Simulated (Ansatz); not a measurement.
PBE exchange is replaced step by step with exact exchange (0 % is PBE, 25 % PBE0; no dispersion term), basis def2-TZVP, Ansatz. System: Li2Si. The state is a singlet with charge 0. Geometry: r2SCAN-D4/def2-TZVP.

Geometry of the singlet:

| atom | x (Å) | y (Å) | z (Å) |
| --- | --- | --- | --- |
| Li1 | 1.325 | 1.271 | 0.118 |
| Li2 | -0.630 | -1.513 | 0.835 |
| Si3 | -0.695 | 0.242 | -0.953 |

At PBE-D4/def2-TZVP, PBE0-D4/def2-TZVP the restricted singlet is unstable: a solution with broken spin symmetry lies lower. The restricted singlet is unstable towards broken spin symmetry at other levels; at PBE with 5 % exact exchange/def2-TZVP, PBE with 10 % exact exchange/def2-TZVP, PBE with 15 % exact exchange/def2-TZVP, PBE with 35 % exact exchange/def2-TZVP and others this wasn't settled. The geometry of the singlet was relaxed on an unsound state (restricted singlet, unstable towards broken spin symmetry). At PBE0-D4/def2-TZVP a triplet of charge 0 lies 0.46 eV below the restricted singlet, each at its own geometry. The structure comes from a short search, and lower isomers may exist.

```csv
exact exchange (%),HOMO (eV),LUMO (eV),gap (eV)
0,-3.32,-3.07,0.25
5,-3.45,-2.88,0.57
10,-3.59,-2.70,0.89
15,-3.73,-2.51,1.22
25,-4.00,-2.15,1.85
35,-4.26,-1.80,2.47
50,-4.66,-1.28,3.38
```
